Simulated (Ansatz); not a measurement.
A made-up structure of MgBH₂Cl, singlet:

```xyz
5
angstrom
B -0.6126 0.4757 -0.4125
Mg 0.6659 -0.5192 0.4468
Cl 1.9069 -1.4811 1.2839
H -1.4927 -0.1519 -0.9556
H -0.4675 1.6765 -0.3627
```

It is relaxed with PBE-D4/def2-SVP and then PBE0-D4/def2-TZVP (Ansatz 0.2.0). Atoms count as bonded within 1.22 times the sum of their covalent radii (H–H: 0.88 Å). The end point is not checked to be a true minimum.

(1) Does its bonding change? (A judgement: the text doesn't fix the answer.)

Results:

(1) By the calculation: No: no bond forms or breaks.

Where it ends: The first stage lowers the energy by 3.61 eV in 6 steps. It ends as MgBH₂Cl ([BH2][Mg][Cl]):
```xyz
5
angstrom
B -0.7560 0.5875 -0.5089
Mg 0.8221 -0.6396 0.5529
Cl 2.3535 -1.8290 1.5840
H -1.6841 0.0939 -1.0882
H -0.7356 1.7872 -0.5398
```

Labels in which every atom is bracketed show which atoms are joined, not bond orders.

For scale, one of the runs: PBE0-D4/def2-TZVP relaxation, 112 basis functions, launched by `ansatz run in.yaml --threads 2 --pin off --events-out ev --progress --plain --max-ram 4352MiB`. Hardware: 2 CPU threads of an Arm Neoverse V1, shared host. Wall time about 6.5 s.
